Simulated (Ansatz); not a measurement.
# Si2: the cost of one run

Program: Ansatz 0.2.0, Gaussian basis. Level of theory: def2-QZVPP, core rule «outside noble gas», up to 10 orbitals frozen. These are calculated values, not measurements.

The runs, in order: UHF; ROHF; CCSD(T) on UHF.

2 further runs of the same task are left out: 2 set aside as unsound or not needed. Runs told in other sessions of the task aren't counted.

## Step 1: The system

The geometry is a PBE0/def2-TZVP stationary point (not a proven minimum) of the parent state, kept for this charge and spin.

2 atoms, charge 1, spin multiplicity 4.

Atoms are counted from 1 here; the program's logs count them from 0.

Bond lengths: Si1–Si2 2.255 Å.

## Step 2: UHF

in.yaml

```yaml
crystal:
  periodic: [false, false, false]
  atoms:
    - {symbol: Si, position_ang: [0.000000, 0.000000, 0.000000]}
    - {symbol: Si, position_ang: [0.000000, 0.000000, 2.254714]}
basis:
  gaussian: {orbitals: "def2-QZVPP.json"}
total_charge: 1
magnetization: {spin_polarized: true, initial_magnetization: 3}
hamiltonian: {xc: hf}
output: {orbitals: {seedname: orbitals}}
```

Run with:

```bash
ansatz run in.yaml --threads 1 --pin off --events-out ev --progress --plain --max-ram 2393MiB
```

**Question.** How long does this run take on 1 thread of Arm Neoverse V2, shared host, and how much memory does it need?

About 5.5 s, with a peak of 0.3 GiB.
